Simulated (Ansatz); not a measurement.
Wurtzite ZnS (high-temperature phase): PBE at its full settings (plane-wave cutoff 520 eV, 12×12×6 k mesh (along the axes of the cell as run), Fermi–Dirac smearing 0.01 eV, scalar-relativistic PAW data made under PBE) and at cheaper ones, in a cell of 4 atoms with Γ-centred meshes.

```
level and setting                              equilibrium lattice constant a (Å)  lattice parameter c (Å)  bulk modulus B0 (GPa)
---------------------------------------------  ----------------------------------  -----------------------  ---------------------
PBE (Ansatz)                                                                3.845                    6.305                   69.1
PBE (250 eV cutoff) (Ansatz)                                                3.867                    6.340                   61.9
PBE (300 eV cutoff) (Ansatz)                                                3.850                    6.313                   68.8
PBE (Γ point alone) (Ansatz)                                                6.022                    6.793                    1.6
PBE (2×2×2 k mesh) (Ansatz)                                                 3.969                    6.167                   62.2
PBE (4×4×4 k mesh) (Ansatz)                                                 3.852                    6.296                   69.0
PBE (6×6×6 k mesh) (Ansatz)                                                 3.845                    6.304                   69.1
PBE (Fermi-Dirac smearing of 0.3 eV) (Ansatz)                               3.845                    6.306                   68.9
```

Largest shifts from the full settings: lattice constant a +57 % (PBE (Γ point alone)), against a difference of +0.58 % of the full result from the reference 3.823 Å (measured, temperature not stated, not corrected to a static lattice, sources range from 3.811 to 3.823; as tabulated in Kisi, Elcombe, Acta Cryst. C 45, 1867 (1989), by the Crystallography Open …); lattice parameter c +7.74 % (PBE (Γ point alone)), against a difference of +0.70 % of the full result from the reference 6.261 Å (measured, temperature not stated, not corrected to a static lattice, sources range from 6.234 to 6.261; as tabulated in Kisi, Elcombe, Acta Cryst. C 45, 1867 (1989), by the Crystallography Open …); bulk modulus -98 % (PBE (Γ point alone)), against a difference of -13.6 % of the full result from the reference 80 GPa (measured, room temperature, no zero-point or thermal correction, sources range from 76.0 to 80.0; as tabulated in Isothermal phase behavior of Ag3SbS3, ZnGeP2, and ZnS (abstract)).

Ansatz's density-functional and Hartree–Fock values are scalar-relativistic unless marked +SOC, with PAW data made under PBE.

Run with cheap settings on purpose, which may leave them unconverged: PBE (250 eV cutoff), PBE (2×2×2 k mesh), PBE (300 eV cutoff), PBE (4×4×4 k mesh), PBE (6×6×6 k mesh), PBE (Fermi-Dirac smearing of 0.3 eV), PBE (Γ point alone).

Ansatz is an electronic-structure program.
